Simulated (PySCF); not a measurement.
## Which determinant of SiC lies lowest?

Unrestricted PBE0; basis Si aug-pcseg-1, C aug-pcseg-1; no relativity; PySCF 2.14. Outer shells of the fragments: Si 3s2 3p2; C 2s2 2p2.

Followed along the bond (rough minima from three points):

```
2Ms+1  unpaired  ⟨S²⟩ at the start  R at minimum (Å)  Te (eV)
    3  σ ↑, π ↑               2.10              1.72     0.00
    3      π ↑↑               2.01              1.82     0.29
    1  σ ↑, π ↓               1.03              1.72     0.30
    1      π ↑↓               1.00              1.82     0.57
    1      none               0.00              1.84     1.41
```

Solutions found at the starting distance of 1.825 Å, counted from the lowest of them; the search is not exhaustive and high or unbound solutions are not listed, so other states can lie among these:

| 2Ms+1 | unpaired | term | E (eV) | ⟨S²⟩ | ⟨Lz²⟩ | μ (D) |
| --- | --- | --- | --- | --- | --- | --- |
| 3 | σ ↑, π ↑ | ³Π | 0.00 | 2.10 | 1.00 | -1.74 |
| 3 | π ↑↑ | ³Σ⁻ | 0.14 | 2.01 | 0.00 | -2.45 |
| 1 | σ ↑, π ↓ | mixed | 0.30 | 1.03 | 1.02 | -2.00 |
| 1 | π ↑↓ | mixed | 0.42 | 1.00 | 2.01 | -2.38 |
| 1 | none | mixed | 1.26 | 0.00 | 2.00 | -2.17 |
| 1 | none | mixed | 1.58 | 0.60 | 0.00 | -2.23 |

A term symbol is given only where ⟨S²⟩ and ⟨Lz²⟩ are close to those of a pure state; real π, δ and φ orbitals otherwise mix terms. A positive dipole means Si(−)C(+).

Problem. Compare the gap between the two lowest followed solutions at the starting distance with the gap between their minima.

Solution. At PBE0 the second solution (triplet, unpaired electrons π ↑↑) lies +0.14 eV from the first (triplet, unpaired electrons σ ↑, π ↑) at 1.825 Å and +0.29 eV at the minima; the two curves relax by different amounts, since their minima lie near 1.82 and 1.72 Å.
